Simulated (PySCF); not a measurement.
# Bonding in `C/N=C/C#N`

Species: C3H4N2.
SMILES with atom numbers: `[CH3:1]/[N:2]=[CH:3]/[C:4]#[N:5]` (hydrogens: H6, H7, H8 on C1; H9 on C3)

Geometry (PBE0-D3(BJ)/def2-SVP, Å), atoms numbered from 1 in this order:
```
atom  x, y, z in Å
C1    -1.4192    0.3140   -0.2607
N2    -0.1183    0.5117    0.3009
C3     0.7777   -0.3480    0.0563
C4     2.1077   -0.2035    0.5929
N5     3.1880   -0.1268    1.0034
H6    -1.6787    1.1906   -0.8760
H7    -2.1592    0.2868    0.5554
H8    -1.5194   -0.6028   -0.8733
H9     0.6142   -1.2481   -0.5687
```

Bond orders from the PBE0/pcSseg-1 density (PySCF). Geometry: PBE0-D3(BJ)/def2-SVP; no solvent, vibrations or thermal averaging.

How far do the computed orders between heavy atoms stray from the drawn ones?

The largest departure is 0.113, at N2–C3 (drawn double, 1.887).

Give the Mayer order of every bond, beside its length.

```
 bond  drawn as  length (Å)  Mayer order
C1–N2    single       1.431        0.995
N2–C3    double       1.266        1.887
C3–C4    single       1.441        0.995
C4–N5    triple       1.158        3.012
C1–H6    single       1.102        0.947
C1–H7    single       1.102        0.947
C1–H8    single       1.107        0.948
C3–H9    single       1.108        0.914
```

By pair of heavy elements: C–N: lowest C1–N2 (0.995, 1.431 Å), highest C4–N5 (3.012, 1.158 Å).

Sum the orders of all bonds at each heavy atom with more than one neighbour and set the sums beside the valence in the SMILES.

C1 3.837 (drawn 4), N2 2.882 (drawn 3), C3 3.796 (drawn 4), C4 4.007 (drawn 4). Orders between atoms that aren't bonded are not in these sums.

Mayer orders depend on the basis set.
